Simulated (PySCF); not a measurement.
Compound: BH₆P.
Structure used (PBE0-D3(BJ)/def2-SVP), in Å, numbered top down from 1:
```xyz
8
BH6P angstrom
B     -1.1449   -0.0619   -0.0187
P      0.7729    0.0431    0.0104
H     -1.4953    0.8266    0.7410
H     -1.4276    0.1318   -1.1900
H     -1.3799   -1.1914    0.3794
H      1.4339   -0.1406    1.2499
H      1.5045   -0.8732   -0.7849
H      1.3816    1.2534   -0.4044
```

The calculation used core-valence-separated Tamm–Dancoff BHandHLYP/aug-pcX-1 (pcseg-1 on H, def2-SVPD on P) in PySCF, non-relativistic, gas phase, PBE0-D3(BJ)/def2-SVP geometry. The energies are unshifted.

Question: List the boron K-edge absorption lines.

Answer: 
```json
{"E (eV)": "188.35", "f": "0.0428", "core hole on": "B1", "main final orbital": "LUMO (42 %)"}
{"E (eV)": "188.95", "f": "0.0027", "core hole on": "B1", "main final orbital": "LUMO+3 (51 %)"}
{"E (eV)": "189.04", "f": "0.0008", "core hole on": "B1", "main final orbital": "LUMO+4/LUMO+5 (2 roots, f summed)"}
{"E (eV)": "189.83", "f": "0.0327", "core hole on": "B1", "main final orbital": "LUMO+1/LUMO+2 (2 roots, f summed)"}
{"E (eV)": "190.30", "f": "0.0193", "core hole on": "B1", "main final orbital": "LUMO+6 (42 %)"}
```

The first line with a tenth or more of the strongest one's intensity is at 188.35 eV (f = 0.043), with the hole on B1 (four-coordinate boron). It is also the strongest listed.

Roots within 0.03 eV whose holes lie on the same, on equivalent or on shared atoms are summed into one line, and the highest roots are left out, as the search may have cut off their partners. Final orbitals are the ground state's empty Kohn–Sham orbitals.

Question: What is the summed oscillator strength of the listed B K lines, and their intensity-weighted mean energy?

Answer: Σf = 0.098 over 5 lines from 188.35 to 190.30 eV; the weighted mean is 189.25 eV. The strongest line holds 44 % of the sum.

The list ends where the root search ended, not at a threshold.
